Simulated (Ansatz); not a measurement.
Isomers of C₄H₉F, relaxed with PBE0-D4/def2-TZVP in Ansatz; electronic energies, one conformer each and not always the lowest. Functionals use def2-TZVPP; CBS adds triple-zeta CCSD(T) − MP2 to the MP2 limit of def2-TZVPP and def2-QZVPP.

Order them by energy at frozen-core CCSD(T)/CBS, lowest first. (An estimate is asked.)
A. `CCC(C)F`
B. `CCCCF`
C. `CC(C)(C)F`
D. `CC(C)CF`

C (0.0 kJ/mol), A (18.6 kJ/mol), D (32.5 kJ/mol), B (37.6 kJ/mol).

How do MP2/CBS(def2), PBE0-D4, PBE-D4, HF/CBS(def2) place them (kJ/mol, against `CC(C)(C)F`)? (Best estimate.)

Ansatz gave: 
```tsv
isomer	MP2/CBS(def2)	PBE0-D4	PBE-D4	HF/CBS(def2)
`CCCCF`	38.7	33.7	33.8	28.9
`CC(C)CF`	32.7	30.2	30.3	29.2
`CCC(C)F`	19.9	15.7	15.6	12.8
```
